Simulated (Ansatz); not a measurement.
A calculation with Ansatz (development build ahead of 0.2.0).

```yaml
crystal:
  periodic: [false, false, false]
  atoms:
    - { symbol: Li, position_ang: [0.0, 0.0, 0.0] }
    - { symbol: Mg, position_ang: [0.0, 5.1971, 0.0] }
    - { symbol: S, position_ang: [0.0, -4.5016, 0.0] }
basis:
  gaussian: { orbitals: pcseg-2 }
magnetization:
  spin_polarized: true
  initial_magnetization: 3
hamiltonian:
  xc: r2scan
```

The input is written out in the form of the current development build from the run's settings.

The run gave:

- Converged: yes
- Total energy: -605.61095 hartree
- Spin squared of the determinant: 3.758
- Stability test: minimum

Caution: charge can spread falsely over distant fragments; other spin multiplicities may lie lower.
